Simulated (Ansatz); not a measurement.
# CH5OS+ (SMILES CO[SH2+]): single points off equilibrium

The task here is to estimate one member of a computed series from the others.

Computed with Ansatz 0.2.0, Gaussian basis. Level: single points in def2-TZVPP.

Correlated methods freeze the cores.

### The system as given

SMILES `CO[SH2+]`, 8 atoms, charge 1, spin multiplicity 1.

Atoms are counted from 1 here; the program's logs count them from 0.

Bond lengths: C1–O2 1.424 Å, C1–H4 1.075 Å, C1–H5 1.088 Å, C1–H6 1.070 Å, O2–S3 1.574 Å, S3–H7 1.395 Å, S3–H8 1.365 Å. Angles: O2–C1–H4 111.5°, O2–C1–H5 113.0°, O2–C1–H6 104.5°, H4–C1–H5 110.1°, H4–C1–H6 107.3°, H5–C1–H6 110.2°, C1–O2–S3 120.0°, O2–S3–H7 96.5°, O2–S3–H8 98.1°, H7–S3–H8 90.7°.

Geometry (Å):

```
C    -0.4171    1.0753   -0.2464
O    -0.1736   -0.1242    0.4813
S     0.7178   -1.2592   -0.1465
H    -0.9781    0.8854   -1.1430
H     0.4944    1.6199   -0.4841
H    -1.0379    1.6593    0.3998
H    -0.1102   -2.3239    0.2095
H     1.5159   -1.4964    0.9349
```

The first run:

run/in.yaml

```yaml
crystal:
  periodic: [false, false, false]
  atoms:
    - {symbol: C, position_ang: [-0.417100, 1.075300, -0.246400]}
    - {symbol: O, position_ang: [-0.173600, -0.124200, 0.481300]}
    - {symbol: S, position_ang: [0.717800, -1.259200, -0.146500]}
    - {symbol: H, position_ang: [-0.978100, 0.885400, -1.143000]}
    - {symbol: H, position_ang: [0.494400, 1.619900, -0.484100]}
    - {symbol: H, position_ang: [-1.037900, 1.659300, 0.399800]}
    - {symbol: H, position_ang: [-0.110200, -2.323900, 0.209500]}
    - {symbol: H, position_ang: [1.515900, -1.496400, 0.934900]}
basis:
  gaussian: {orbitals: def2-TZVPP}
total_charge: 1
correlation: {method: ccsd_t}
output: {forces: true}
```

The command line of these runs was not kept.

Among the steps run: CCSD(T)/def2-TZVPP; PBE0-D4/def2-TZVPP; wB97M-V/def2-TZVPP; r2SCAN-D4/def2-TZVPP; PBE-D4/def2-TZVPP; B97M-V/def2-TZVPP; revPBE-D4/def2-TZVPP.

One of the session's tables, all rows but one given; the rest of the session is left out.

```
   method  RMS force component (eV/Å)  angle to CCSD(T) forces (°)
  CCSD(T)                       0.547                    reference
  PBE0-D4                       0.449                         13.1
  wB97M-V                       0.513                          8.7
r2SCAN-D4                           ?                            ?
   PBE-D4                       0.509                         28.0
   B97M-V                       0.498                         10.4
revPBE-D4                       0.556                         28.5
```

**Question.** Estimate the row for r2SCAN-D4.

The run gave: RMS force component (eV/Å): 0.497; angle to CCSD(T) forces (°): 8.4. In the column «RMS force component (eV/Å)» it lies between PBE0-D4 (0.449) and B97M-V (0.498).
